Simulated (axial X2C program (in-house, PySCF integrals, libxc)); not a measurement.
**Bond lengths and stretching modes, held linear, of NSiN**

Computed with an in-house all-electron X2C program for linear molecules (integrals from PySCF): two-component X2C with atomic mean-field Coulomb and Gaunt terms, Gaussian nuclei, basis N dyall-av3z, Si dyall-v3z with contracted cores. Spin-free rows use the one-electron spin-free X2C Hamiltonian.

Masses N 14.003, Si 27.977, N 14.003 u. States: 2c Ω = 1 (beyond evenly filled blocks: ω = -1/2, ω = 3/2); spin-free M_S = 1, Λ = 0 (beyond evenly filled blocks: π+α, π-α).

TPSSh, 2c: energies above the lowest point

```csv
r(N–Si) (Å),r(Si–N) (Å),E (meV)
1.6039,1.6039,84.66
1.6039,1.6450,36.80
1.6039,1.6861,40.33
1.6450,1.6039,36.80
1.6450,1.6450,0.00
1.6450,1.6861,14.19
1.6450,1.7273,67.56
1.6861,1.6039,40.33
1.6861,1.6450,14.19
1.6861,1.6861,38.69
1.7273,1.6450,67.56
1.7273,1.7273,174.85
```

**Question.** Fit a quadratic surface with cubic terms in each bond: where is the minimum, and what are the two stretching wavenumbers?

**Answer.** At TPSSh, 2c: bonds 1.651 and 1.651 Å; harmonic stretches 824.5 and 942.4 cm⁻¹; force constants 4.64, 4.64 and coupling 0.97 mdyn/Å.

The other levels and Hamiltonians give:

```
Hamiltonian  level  r(N–Si) (Å)  r(Si–N) (Å)  lower stretch (cm⁻¹)  upper stretch (cm⁻¹)
         2c   PBE0        1.644        1.644                 834.8                 955.9
         2c     HF        1.680        1.680                 715.9                 897.5
  spin-free   PBE0        1.644        1.644                 834.8                 956.1
  spin-free     HF        1.680        1.680                 715.8                 897.8
  spin-free  TPSSh        1.651        1.651                 824.5                 942.7
```

Each state is one determinant, the lowest of a limited PBE0 search; the stretches come from a fit to these few points and carry an uncertainty of a few per cent. Other orders of the atoms were not compared. Left out for rough or failed fits: MP2 2c, MP2 spin-free. The molecule was held linear; bending was not examined, so a bent shape may lie lower. Open-shell Ω = 0 determinants with evenly filled partner blocks cannot be reached by this program, so the Ω shown need not be the lowest component. Note: several unpaired electrons, one determinant need not be a pure state.
